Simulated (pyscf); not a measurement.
Routes from •H₂C–Cl + methane (CH₄)

Candidate steps break at most two bonds and form at most two. Each was searched with GFN2-xTB (tblite) first. PySCF, gas phase, ωB97X-D3(BJ)/def2-SVP geometries. Correlated levels are frozen-core, on RHF or UHF. ΔMP2 is the change of the MP2 total energy from the triple- to the quadruple-zeta basis. Energies: CCSD(T)/def2-TZVPP + ΔMP2(QZVPP), kcal/mol, from the separated reactants, doublet surface; ΔG‡ with ideal gas, 1 atm, RRHO with modes under 100 cm⁻¹ raised to 100, one conformer, R ln 2 for chiral ones without a mode under 150 cm⁻¹.

```tsv
products	type	ΔE‡	ΔE	ΔG‡ 298 K	ΔG‡ 900 K	ν‡ (cm⁻¹)
H₃C–Cl + CH₃•	hydrogen abstraction	20.1	+5.4	27.1	44.2	1826i
H₃C–CH₂–Cl + H•	substitution at C	52.2	+16.6	61.1	81.6	1569i
```

Plain bond fissions and candidates not yet searched are not listed, and one of them may be faster. Each barrier is that of the saddle found; lower ones may exist. The CCSD(T) − MP2 part came from Ansatz, without density fitting, on the same reference.
